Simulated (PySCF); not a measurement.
C₅H₁₀S.
SMILES with atom numbers: `[CH2:1]=[CH:2][S:3][CH2:4][CH2:5][CH3:6]` (hydrogens: H7, H8 on C1; H9 on C2; H10, H11 on C4; H12, H13 on C5; H14, H15, H16 on C6)

Level: CAM-B3LYP/def2-SVPD in PySCF, non-relativistic, on one gas-phase PBE0-D3(BJ)/def2-SVP geometry that isn't relaxed in the solvent. The solvent is an IEF-PCM continuum (van der Waals radii × 1.2), and excitations are vertical TDDFT with non-equilibrium linear response and a frozen core. Specific hydrogen bonds and non-electrostatic terms are outside this model.

Gas-phase singlets (H = HOMO, L = LUMO):

| state | E (eV) | λ (nm) | f | leading configurations |
| --- | --- | --- | --- | --- |
| S1 | 5.618 | 221 | 0.051 | H→L+1 33%, H→L 25%, H→L+2 18% |
| S2 | 5.774 | 215 | 0.182 | H→L 69%, H→L+2 15% |
| S3 | 6.032 | 206 | 0.005 | H→L+2 47%, H→L+1 39% |
| S4 | 6.377 | 194 | 0.021 | H→L+3 73%, H→L+2 10% |
| S5 | 6.830 | 182 | 0.021 | H→L+5 46%, H→L+1 10%, H→L+6 10% |

Problem. How does the list change in benzene (ε = 2.271)?

Solution. 
| state | E (eV) | λ (nm) | f | leading configurations | change by rank (eV) |
| --- | --- | --- | --- | --- | --- |
| S1 | 5.578 | 222 | 0.215 | H→L 74%, H→L+1 10% | -0.040 |
| S2 | 5.735 | 216 | 0.105 | H→L+2 44%, H→L 22%, H→L+5 10% | -0.039 |
| S3 | 6.024 | 206 | 0.010 | H→L+1 63%, H→L+2 24% | -0.008 |
| S4 | 6.397 | 194 | 0.023 | H→L+3 75%, H→L+2 12% | +0.020 |
| S5 | 6.891 | 180 | 0.028 | H→L+5 50% | +0.061 |

Problem. How does the list change in chloroform (ε = 4.711)?

Solution. 
| state | E (eV) | λ (nm) | f | leading configurations | change by rank (eV) |
| --- | --- | --- | --- | --- | --- |
| S1 | 5.606 | 221 | 0.214 | H→L 76%, H→L+2 11% | -0.012 |
| S2 | 5.768 | 215 | 0.100 | H→L+2 54%, H→L 20%, H→L+5 10% | -0.006 |
| S3 | 6.034 | 205 | 0.013 | H→L+1 82% | +0.002 |
| S4 | 6.421 | 193 | 0.021 | H→L+3 76%, H→L+2 13% | +0.044 |
| S5 | 6.928 | 179 | 0.027 | H→L+5 47%, H→L+4 18%, H→L+2 9% | +0.098 |

Problem. The ground-state energy changes by -0.098 eV from gas to chloroform. By how much does the total energy of gas-phase S4 change?

Solution. E(S4) = E(S0) + excitation energy, so it changes by -0.098 + 0.044 = -0.054 eV: it is lowered less than the ground state, which is what a blue shift means. This is the vertical state, with the slow part of the continuum still set for S0.

Problem. How do the frontier levels move from gas to chloroform?

Solution. 
| orbital | gas (eV) | solvent (eV) | change (eV) | Löwdin shares, gas | Löwdin shares, solvent |
| --- | --- | --- | --- | --- | --- |
| LUMO+2 | 1.48 | 1.52 | +0.04 | S3 63 %, H9 10 %, C2 7 % | S3 62 %, H9 7 %, C4 6 %, H11 5 % |
| LUMO+1 | 1.31 | 1.41 | +0.10 | S3 24 %, C1 10 %, C4 8 %, C5 8 % | S3 33 %, C1 10 %, C6 9 %, C2 7 % |
| LUMO | 1.15 | 1.18 | +0.03 | C2 30 %, C1 28 %, S3 13 %, H8 6 % | C2 31 %, C1 28 %, S3 15 %, H8 6 % |
| HOMO | -7.46 | -7.48 | -0.02 | S3 46 %, C1 22 %, C2 17 %, C4 5 % | S3 46 %, C1 22 %, C2 17 %, C4 5 % |
| HOMO-1 | -10.17 | -10.11 | +0.06 | S3 46 %, C4 14 %, C5 9 %, C2 7 % | S3 44 %, C4 14 %, C5 10 %, H12 7 % |
| HOMO-2 | -10.35 | -10.33 | +0.02 | C2 32 %, S3 22 %, C1 20 %, C5 7 % | C2 30 %, S3 21 %, C1 18 %, C5 8 % |
| HOMO-3 | -10.83 | -10.70 | +0.13 | C5 16 %, S3 11 %, C2 10 %, C4 10 % | C5 17 %, C4 11 %, S3 10 %, H13 10 % |

The HOMO–LUMO gap goes from 8.61 to 8.66 eV. Rows go by rank; for LUMO, LUMO+1 and LUMO+2 the atom shares or the degeneracy differ between the runs, so the row needn't follow one orbital.

Conformer computed: `[CH2:1]=[CH:2][S:3][CH2:4][CH2:5][CH3:6]`: C1–C2–S3–C4 3°, C2–S3–C4–C5 78°, S3–C4–C5–C6 65°.
